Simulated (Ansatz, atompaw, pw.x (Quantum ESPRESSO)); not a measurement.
## What a changed setting does to a pw.x run (bcc N)

Potential: PAW, atompaw 4.2.0.5, PBEsol; core [He], reference 2s2 2p3; waves: 2s (bound): rc 2.05 bohr; 2s channel at -0.99 Ry: rc 2.05 bohr; 2p (bound): rc 2.05 bohr; 2p channel at 1.7 Ry: rc 2.05 bohr; 3d channel at 0.45 Ry: rc 1.95 bohr; 3d channel at 1.45 Ry: rc 2.05 bohr; local part: bessel scheme, radius 1.85 bohr; core correction: smooth core density matched at 2.05 bohr; augmentation: gaussian compensation charge, radius 2.00 bohr; PAW radius 2.05 bohr; waves and projectors: custom rrkj vanderbiltortho.

The reference run (k-mesh 18³, cutoffs 40/400 Ry, Fermi–Dirac 0.01 Ry, mixing_beta 0.4, conv_thr 1e-9, no spin) gives 0.51 GPa at 6.897 Å³/atom, where all-electron LAPW gives -0.77 GPa. This run, with its own iteration cap, changes smearing to mv.

```
&control
  calculation='scf', prefix='x', pseudo_dir='./', outdir='./tmp', tstress=.true., disk_io='none'
/
&system
  ibrav=0, nat=1, ntyp=1, ecutwfc=40, ecutrho=400, nbnd=9,
  occupations='smearing', smearing='mv', degauss=0.01
/
&electrons
  conv_thr=1e-09, mixing_beta=0.4, electron_maxstep=70
/
ATOMIC_SPECIES
N 1.0 N.UPF
CELL_PARAMETERS angstrom
  -1.19913132 1.19913132 1.19913132
  1.19913132 -1.19913132 1.19913132
  1.19913132 1.19913132 -1.19913132
ATOMIC_POSITIONS crystal
N 0.0000 0.0000 0.0000
K_POINTS automatic
18 18 18 0 0 0
```

```bash
pw.x < N.scf.in > N.scf.out
```

Q: How does the run end?

A: It converges in 7 iterations; the free energy moves by +16.2 meV/atom and the pressure by -0.83 GPa. This scheme is built to cancel the term in the square of the width that Fermi–Dirac smearing leaves in the F of a metal.

```
Message from routine setup:
     using ibrav=0 with symmetry is DISCOURAGED, use correct ibrav instead
     lattice parameter (alat)  =       3.9249  a.u.
     unit-cell volume          =      46.5433 (a.u.)^3
     number of electrons       =         5.00
     number of Kohn-Sham states=            9
     kinetic-energy cutoff     =      40.0000  Ry
     charge density cutoff     =     400.0000  Ry
     scf convergence threshold =      1.0E-09
     Exchange-correlation= SLA PW PSX PSC
     number of k points=   195  Marzari-Vanderbilt smearing, width (Ry)=  0.0100
     iteration #  1     ecut=    40.00 Ry     beta= 0.40
     total energy              =     -27.50266501 Ry
     estimated scf accuracy    <       0.00247709 Ry
     iteration #  2     ecut=    40.00 Ry     beta= 0.40
     total energy              =     -27.50459050 Ry
     estimated scf accuracy    <       0.00107403 Ry
     iteration #  3     ecut=    40.00 Ry     beta= 0.40
     total energy              =     -27.50466760 Ry
     estimated scf accuracy    <       0.00001470 Ry
     iteration #  4     ecut=    40.00 Ry     beta= 0.40
     total energy              =     -27.50467662 Ry
     estimated scf accuracy    <       0.00000004 Ry
     iteration #  5     ecut=    40.00 Ry     beta= 0.40
     total energy              =     -27.50467614 Ry
     estimated scf accuracy    <       0.00000002 Ry
     iteration #  6     ecut=    40.00 Ry     beta= 0.40
     total energy              =     -27.50467624 Ry
     estimated scf accuracy    <       0.00000012 Ry
     iteration #  7     ecut=    40.00 Ry     beta= 0.40
     the Fermi energy is     9.3984 ev
!    total energy              =     -27.50467627 Ry
     estimated scf accuracy    <          4.0E-10 Ry
     smearing contrib. (-TS)   =      -0.00006935 Ry
     The total energy is F=E-TS. E is the sum of the following terms:
     one-electron contribution =       4.06067320 Ry
     hartree contribution      =       1.85902559 Ry
     xc contribution           =      -4.74660375 Ry
     ewald contribution        =     -20.07494274 Ry
     one-center paw contrib.   =      -8.60275922 Ry
     convergence has been achieved in   7 iterations
          total   stress  (Ry/bohr**3)                   (kbar)     P=       -3.13
     Message from routine punch:
     Nothing written, as per user request (disk_io='none')
```

The run took about 7.2 s on one core of a shared host (Intel(R) Xeon(R) Platinum 8259CL CPU @ 2.50GHz, 96 threads, 755 GiB, load 34).
